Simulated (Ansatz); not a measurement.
Cubic perovskite KTaO₃, treated with LDA in Ansatz (PAW).

Settings: plane-wave cutoff 520 eV, 8×8×8 k mesh, Fermi–Dirac smearing 0.01 eV, scalar-relativistic PAW data made under PBE.

Properties against volume:

```
V (Å³/atom)  P (GPa)  direct gap at Γ (eV)  smallest gap on the k mesh (eV)
-----------  -------  --------------------  -------------------------------
11.605         15.46                 2.793                            2.249
11.852          9.74                 2.775                            2.210
12.099          4.60                 2.753                            2.169
12.346          0.00                 2.728                            2.129
12.592         -4.13                 2.699                            2.088
12.839         -7.83                 2.668                            2.048
13.086        -11.15                 2.635                            2.007
```

The fundamental gap (2.13 eV at the equilibrium volume, with added k points) lies elsewhere than Γ–Γ.

Measured, for comparison: band gap 3.64 eV (temperature not stated, no zero-point or thermal correction, indirect; as tabulated in Himmetoglu and Janotti (2016), arXiv:1601.06205).

Spin–orbit coupling is not included.

Ansatz is a program for electronic structure.
